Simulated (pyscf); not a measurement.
PySCF, gas phase, ωB97X-D3(BJ)/def2-SVP geometries.

HO–SiH(F)–F + HF + H₂O → F–SiH(F)–F + H₂O + H₂O
Surface: singlet. Broken: O–Si, F–H, H–O. Formed: F–Si, H–O, H–O. Give ΔE‡ and ΔE from ωB97M-D3(BJ)/def2-TZVP, relative to the separated reactants.

ΔE‡ = -0.2 kJ/mol, ΔE = -34.8 kJ/mol. Zero-point energy shifts the barrier by +20.0 kJ/mol. It is a multi-bond step, with an imaginary mode of 194i cm⁻¹. On the reactant side the descent ends in a bound adduct, 86.5 kJ/mol under the separated species and 89.6 kJ/mol under the saddle at ωB97X-D3(BJ)/def2-TZVP. On the product side the descent ends in an adduct with a O–Si contact (not fully relaxed), 26.6 kJ/mol under the separated species and 63.1 kJ/mol under the saddle at ωB97X-D3(BJ)/def2-TZVP. What is counted as broken (O–Si) persists as a longer contact in the product adduct; parting that adduct is a step of its own. This is the saddle that the search found; another between the same sides may lie lower.
